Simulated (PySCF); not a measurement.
Species: PF2PH2, F₂H₂P₂.
Geometry (PBE0-D3(BJ)/def2-SVP, Å), atoms numbered from 1 in this order:
```
atom  x, y, z in Å
F1    -1.3497   -1.0939   -1.0236
P2    -0.8966    0.3515   -0.4659
F3    -1.7787    0.3880    0.8853
P4     0.9958   -0.3516    0.5014
H5     1.3726    0.9945    0.8121
H6     1.6813   -0.3181   -0.7550
```

The closed-shell ground state was solved at several levels (PySCF, density fitting, gas phase, non-relativistic).

| level | basis functions | HOMO (eV) | LUMO (eV) | gap (eV) | dipole (D) |
| --- | --- | --- | --- | --- | --- |
| B3LYP/aug-cc-pVTZ-J | 268 | -7.19 | -1.17 | 6.02 | 1.85 |
| B3LYP/def2-TZVP | 148 | -7.11 | -0.97 | 6.14 | 1.88 |
| B3LYP/cc-pVTZ | 156 | -7.08 | -0.88 | 6.20 | 1.81 |

(1) What might B3LYP/6-31G* (68 basis functions) give for the same quantities?

(2) How much does the basis alone move the frontier levels among the 4 B3LYP rows (the withheld one included)?

(3) How far do the dipole and the HOMO energy spread over the levels?

## Answers

(1) HOMO -6.91 eV, LUMO -0.70 eV, gap 6.21 eV, dipole 1.94 D.

(2) The HOMO by 0.28 eV and the LUMO by 0.47 eV. By rising basis size (HOMO, LUMO in eV): 6-31G* -6.91, -0.70; def2-TZVP -7.11, -0.97; cc-pVTZ -7.08, -0.88; aug-cc-pVTZ-J -7.19, -1.17.

(3) The dipole runs from 1.81 to 1.94 D (mean 1.87 D) and the HOMO from -7.19 to -6.91 eV.

One conformer stands for the species.
